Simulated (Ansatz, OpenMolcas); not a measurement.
**Si2H5O (SMILES [SiH2]O[SiH3]): methods side by side**

The species is Si2H5O (8 atoms), meant as a doublet with charge 0. As SMILES, `[SiH2]O[SiH3]`. The coordinates come from a PBE0-D4/def2-TZVP relaxation. This is one conformer, not always the lowest.

```csv
atom,x (Å),y (Å),z (Å)
Si,-1.2812,0.9330,-0.8659
O,-0.3523,-0.2792,-0.2769
Si,0.7650,-0.7230,0.8359
H,-1.9028,0.4581,-2.1336
H,-0.4406,2.1420,-1.1187
H,1.2919,-2.0546,0.4531
H,0.1381,-0.7993,2.1804
H,1.8741,0.2660,0.8698
```

Quantity: the vertical electron affinity (to the singlet anion), in eV. The values are calculated.

The electron affinity is E(neutral) − E(anion): positive where the electron is bound.

```csv
level,kind,program,value (eV),less CCSD(T)/6-311+G**,CPU time (all runs)
UPBE/6-311+G**,GGA,OpenMolcas,0.69,+0.29,2.1 min
UM06-L/6-311+G**,meta-GGA,OpenMolcas,0.55,+0.15,2.6 min
UTPSS/6-311+G**,meta-GGA,OpenMolcas,0.61,+0.21,2.7 min
UBHLYP/6-311+G**,global hybrid,OpenMolcas,0.50,+0.10,2 min
UM06-2X/6-311+G**,hybrid meta-GGA,OpenMolcas,0.58,+0.18,2.5 min
UCAM-B3LYP/6-311+G**,range-separated hybrid,Ansatz,0.66,+0.26,30 s
UCCSD(T)/6-311+G**,coupled cluster or CI,Ansatz,0.40,0.00,2.4 min
UCCSD/6-311+G**,coupled cluster or CI,Ansatz,0.35,-0.05,88 s
```

UCCSD(T)/6-311+G** is the highest level here, not the true value. Where it was recorded, the anion's HOMO is positive in UPBE/6-311+G**, UM06-L/6-311+G**, UTPSS/6-311+G**, UBHLYP/6-311+G**, UM06-2X/6-311+G**: a fault of the level (basis or self-interaction), which says nothing on whether the real anion is bound. The values span 0.35 to 0.69 eV. CPU times are rough (shared hosts, several kinds of processor and program).
